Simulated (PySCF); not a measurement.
Where does oxetane take a proton?

System: oxetane, `C1COC1` (C3H6O). Coordinates in Å; atoms count from 1 in this order:
```
C    -0.1682    0.5665   -0.5375
C     1.0763   -0.1091    0.0512
O     0.2870   -0.9411    0.8959
C    -0.9256   -0.3796    0.4024
H    -0.2741    1.6372   -0.3161
H    -0.3347    0.4035   -1.6110
H     1.6852   -0.6930   -0.6626
H     1.7532    0.5496    0.6246
H    -1.5172    0.1077    1.1983
H    -1.5660   -1.1323   -0.0923
```

Level of theory: ωB97X-D3(BJ)/def2-TZVP single points in PySCF, grid level 2; every species was optimised with PBE0-D3(BJ)/def2-SVP. ωB97X-D3(BJ) is ωB97X-V with D3(BJ) in place of VV10. Zero-point and thermal terms (298.15 K, 1 bar) come from unscaled PBE0-D3(BJ)/def2-SVP harmonic frequencies, with soft modes damped to free rotors in the entropy.

| site | product | PA / eV | GB / eV |
| --- | --- | --- | --- |
| O3 (ether oxygen) | `C1C[OH+]C1` | 8.55 | 8.24 |

PA is −ΔH and GB is −ΔG of B + H⁺ → BH⁺ in the gas phase. Sites whose products fell apart, merged with another or lost in a GFN2-xTB screen aren't listed.

In cyclohexane the product from O3 is solvated 1.35 eV more strongly than the parent (electrostatics only).

In chloroform the product from O3 is solvated 2.11 eV more strongly than the parent (electrostatics only).

Measured values (NIST Chemistry WebBook, evaluated or the median of agreeing entries): proton affinity (−ΔH) 801 kJ/mol (computed 825, difference 24); gas-phase basicity (−ΔG) 774 kJ/mol (computed 795, difference 21).

Hardware: 1 thread of Arm Neoverse V1, shared with other jobs. Command: `OMP_NUM_THREADS=1 python redox_run.py task.json out`. Structures, frequencies and single points: 3.8 min.
